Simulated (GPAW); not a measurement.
# [B2H4]− (SMILES B[BH2-]) at URPBE/real-space grid (scalar-relativistic datasets)

Aim: energy and one-electron properties of [B2H4]−. The job is set up through an ASE script.

The calculation is run with GPAW 26.7.0.

1 further run of the same task is left out (set aside as unsound or not needed).

### 1 The system as given

The species is [B2H4]− (6 atoms), meant as a doublet with charge -1. SMILES: `B[BH2-]`. The coordinates come from a GFN2-xTB relaxation.

Bond lengths: B1–B2 1.583 Å, B1–H3 1.228 Å, B1–H4 1.229 Å, B2–H5 1.229 Å, B2–H6 1.228 Å. Angles: B1–B2–H5 124.8°, B1–B2–H6 125.3°, B2–B1–H3 125.2°, B2–B1–H4 125.2°, H5–B2–H6 109.9°, H3–B1–H4 109.6°.

### 2 Energy and one-electron properties at URPBE/real-space grid (scalar-relativistic datasets)

Input file run.py:

```python
from ase import Atoms
from gpaw import GPAW

mol = Atoms('BBHHHH',
    positions=[[ -0.171550,  -0.771400,  -0.025300],
               [  0.169320,   0.773700,   0.027330],
               [ -0.580440,  -1.438850,   0.921010],
               [ -0.069910,  -1.485390,  -1.020680],
               [  0.575700,   1.435470,  -0.925390],
               [  0.076890,   1.486470,   1.023030]])
mol.center(vacuum=5.5)
mol.set_initial_magnetic_moments([0.5, 0.5, 0.0, 0.0, 0.0, 0.0])

calc = GPAW(mode='fd',
            occupations={'name': 'fermi-dirac', 'width': 0.01, 'fixmagmom': True},
            charge=-1,
            xc='RPBE',
            h=0.18,
            symmetry='off',
            maxiter=100,
            txt='run.txt')
mol.calc = calc

energy = mol.get_potential_energy()
print(f'Energy: {energy:.5f} eV')
forces = mol.get_forces()
print('Forces (eV/Ang)')
for symbol, f in zip(mol.symbols, forces):
    print(f'{symbol:2} {f[0]:9.4f} {f[1]:9.4f} {f[2]:9.4f}')
print('Moments:', mol.get_magnetic_moments().round(3))
```

Command:

```
$ python3 run.py
```

What it wrote:

```text
Energy: -25.38440 eV
Forces (eV/Ang)
B    -0.3816   -1.6630   -0.0633
B     0.3931    1.6388    0.0300
H    -0.0425   -0.0032    0.1749
H     0.0462    0.0029   -0.1577
H     0.0328    0.0017   -0.1552
H    -0.0499    0.0149    0.1677
Moments: [ 0.068  0.068 -0.004 -0.004 -0.004 -0.004]
```

run.txt:

```text
__  _  _
 | _ |_)|_||  |
 |__||  | ||/\| - 26.7.0

units:  Angstrom and eV
cores:  1
OpenMP: False

Versions:
  Python: 3.12.14
  ASE:    3.29.0
  Numpy:  2.5.5
  Scipy:  1.18.1
  Libxc:  7.0.0

Input parameters:
  mode=FD(),
  charge=-1,
  h=0.18,
  maxiter=100,
  occupations=Occupations(name='fermi-dirac', width=0.01, fixmagmom=True),
  symmetry=Symmetry(point_group=False, time_reversal=False),
  xc=XC(name='RPBE')

[... 60 lines left out ...]
|   |                                coordinates |     weight |
[... 76 lines left out ...]
Reference energy: -1392.629974  # eV
[... 3 lines left out ...]
  Converge bands: occupied
[... 12 lines left out ...]
  Fourier metric: weight=20.0, sigma=0.015
[... 17 lines left out ...]
convergence criteria:
- Maximum [total energy] change in last 3 cyles: 0.0005 eV / valence electron
[... 13 lines left out ...]
Converged in 23 steps
[... 12 lines left out ...]
  Free energy:     -25.384404
[... 2 lines left out ...]
dipole moment: (-6.079851, -6.985678, -6.519990)  # |e|*Ang
[... 23 lines left out ...]
Gap: 0.811 eV
Transition (v -> c):
  (s=1, k=0, n=5, [0.00, 0.00, 0.00]) -> (s=0, k=0, n=6, [0.00, 0.00, 0.00])
No difference between direct/indirect transitions
vacuum-level: 0.000  # V

Forces  # eV/Ang
|        x |        y |        z |
|----------|----------|----------|
| -0.38159 | -1.66303 | -0.06325 |  # B    0
|  0.39308 |  1.63882 |  0.03000 |  # B    1
| -0.04249 | -0.00323 |  0.17488 |  # H    2
|  0.04620 |  0.00287 | -0.15773 |  # H    3
|  0.03282 |  0.00174 | -0.15519 |  # H    4
| -0.04989 |  0.01488 |  0.16774 |  # H    5

Force computation time: 0.187  # s

timing:  # [seconds]
  Total:  346.138  # ━━━━━━━━━━━━━━━━━━━━━━━━━━━━━━━━━━━━━━━━━━━━━━━━━━━━━━━━
  Init:    27.418  # ━━━━╸
  SCF:    318.369  # ━━━━━━━━━━━━━━━━━━━━━━━━━━━━━━━━━━━━━━━━━━━━━━━━━━━╸
  Forces:   0.187  #

Max RSS: 1235.469  # MiB
```

Run time: 5.8 min. Hardware: 1 thread of AMD EPYC (Zen 3), shared host; peak memory 1.2 GiB.

### 3 What came out

Level: URPBE/real-space grid (scalar-relativistic datasets).

```
                                              quantity        value
energy as printed (from the program's reference atoms)  -25.3844 eV
                    HOMO energy (highest over α and β)      0.93 eV
                     LUMO energy (lowest over α and β)      2.20 eV
                              largest force on an atom   1.707 eV/Å
```

In words: The largest force is 1.71 eV/Å: the shape isn't a stationary point for this species at this level. The HOMO lies at positive energy, 0.93 eV, as semi-local functionals often give for anions; only total energies tell whether the electron is bound.
